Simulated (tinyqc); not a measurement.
Inside a calculation. Method: geometry optimisation on the UHF/sto-6g surface (energies and gradients from PySCF), for OH+, spin multiplicity 3. One step of it, computed by the program tinyqc.

Task: Step 2: move. Quasi-Newton step p = -H^(-1) g (the inverse Hessian comes from BFGS updates; coordinates in the order x, y, z of each atom); steps longer than 0.3 bohr are cut back.

positions after step 1 (bohr):
```
           x         y          z
1O  0.000000  0.000000  -0.035791
2H  0.000000  0.000000   2.008665
```

gradient (hartree/bohr):
```
             x           y            z
1O  0.00000000  0.00000000   0.00238636
2H  0.00000000  0.00000000  -0.00238636
```

inverse Hessian in use (bohr^2/hartree), lower triangle:
```
          1         2          3         4         5         6
1  1.000000
2  0.000000  1.000000
3  0.000000  0.000000   1.035718
4  0.000000  0.000000   0.000000  1.000000
5  0.000000  0.000000   0.000000  0.000000  1.000000
6  0.000000  0.000000  -0.035718  0.000000  0.000000  1.035718
```

Give: positions after step 2.

Result:

positions after step 2 (bohr):
```
         x       y        z
1O  0.0000  0.0000  -0.0383
2H  0.0000  0.0000   2.0112
```
